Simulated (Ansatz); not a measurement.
```yaml
crystal:
  periodic: [false, false, false]
  atoms:
    - {symbol: B, position_ang: [-0.976598, 0.621552, -0.787242]}
    - {symbol: B, position_ang: [0.368185, 0.270682, 0.127282]}
    - {symbol: N, position_ang: [0.742642, -0.937158, 0.706065]}
    - {symbol: H, position_ang: [-0.968130, 0.562038, -1.986741]}
    - {symbol: H, position_ang: [-1.985868, 1.054416, -0.301026]}
    - {symbol: H, position_ang: [1.118642, 1.203067, 0.308266]}
    - {symbol: H, position_ang: [1.584201, -1.045497, 1.245921]}
    - {symbol: H, position_ang: [0.209127, -1.786200, 0.631775]}
basis:
  gaussian: {orbitals: STO-3G, final_grid: {core_spheres: 20, valence_spheres: 16, degree: 47}}
hamiltonian: {xc: {name: r2SCAN}, pseudopotentials: {relativity: none}}
```

```sh
$ ansatz run in.yaml --threads 2 --pin off --events-out ev --progress --plain --max-ram 4352MiB
```

Shortened log:

```
Functional definition: r2SCAN
267 factors; integrals over basis functions are off by at most 7.8e-5 eV
mean field evaluation 1: about -2885.0657 eV, gradient 9.4e0 eV
mean field evaluation 2: about -2885.0889 eV, gradient 9.4e0 eV
mean field evaluation 4: about -2885.3372 eV, gradient 3.3e-1 eV
mean field evaluation 8: about -2885.2419 eV, gradient 1.7e-2 eV
mean field -2885.24192179 eV, -106.0306849384 hartree, gradient 2.0e-5 eV, S^2 0.000000; 0 other end points of the search recorded, 0 dependent functions left out
reference -2885.24192765 eV, -106.0306851539 hartree; 11, 11 occupied and 9, 9 virtual orbitals, 267 factors
Total energy: -2885.24192765 eV, -106.0306851539 hartree
```

It took 0.95 s on 2 threads of an Arm Neoverse V1 on a shared host, with 0.31 GiB of host memory at the peak.
